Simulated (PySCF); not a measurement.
**Gas-phase XPS of `C=C[S-]`, computed**

C₂H₃S (charge -1).
SMILES with atom numbers: `[CH2:1]=[CH:2][S-:3]`

Computed, not measured: delta-SCF UKS SCAN, pcX-2 on the ionised atom, pcseg-1 elsewhere, spin-free X2C in PySCF 2.14.0. Vertical ΔSCF values, vacuum level as zero.

Q: What binding energy does each computed site have?

A: 
```json
{"atom(s)": "S3", "bonded to": "C", "level": "S 1s", "binding energy (eV)": "2469.21", "above the level's lowest (eV)": "0.00", "count": "1"}
{"atom(s)": "C2", "bonded to": "S, C (double bond) and H", "level": "C 1s", "binding energy (eV)": "285.39", "above the level's lowest (eV)": "+1.23", "count": "1"}
{"atom(s)": "C1", "bonded to": "C (double bond) and 2 H", "level": "C 1s", "binding energy (eV)": "284.16", "above the level's lowest (eV)": "0.00", "count": "1"}
```

Lowest listed C 1s: C1, bonded to C (double bond) and 2 H. Highest, 1.23 eV above it: C2, bonded to S, C (double bond) and H. Summing the Pauling electronegativity differences to the bonded atoms, each weighted by its formal bond order, gives -0.70 for the lowest site and -0.32 for the highest.

Q: What is the longest wavelength that can ionise C 1s of C1 vertically?

A: λ = hc/E = 12398.42 eV Å / 284.16 eV = 43.632 Å.

Not every level is listed. Spin contamination (⟨S²⟩ against 0.75 for a pure doublet) is marked for C 1s of C2 (0.93), which makes this value less certain. The species carries charge -1, so core ionisation leaves a neutral species. The basis sets have no added diffuse functions. Isolated species at its PBE0-D3(BJ)/def2-SVP geometry, gas phase. The geometry's basis has no diffuse functions, a weakness for an anion.
